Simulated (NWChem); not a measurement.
# Polarisability of HLi

```xyz
2

Li     0.0000     0.0000     0.3994
H      0.0000     0.0000    -1.1982
```
Charge 0, spin multiplicity 1.

Everything below was run with NWChem. All single points use one geometry, from PBE0/def2-SVP, a minimum by its harmonic frequencies.

Basis set: def2-SVPD. Static limit.

The correlated methods freeze no orbitals. B3LYP has NWChem's definition, with VWN1-RPA local correlation. The structure started from a generated list of species. Coupled-cluster values serve here as a point of comparison, not as the truth.

Q: Order these methods by the isotropic polarisability they give, lowest first: HF, PBE, B3LYP, CCSD linear response, PBE0.

A: HF (22.99 bohr³), CCSD linear response (27.64 bohr³), PBE0 (28.46 bohr³), B3LYP (29.03 bohr³), PBE (32.76 bohr³)
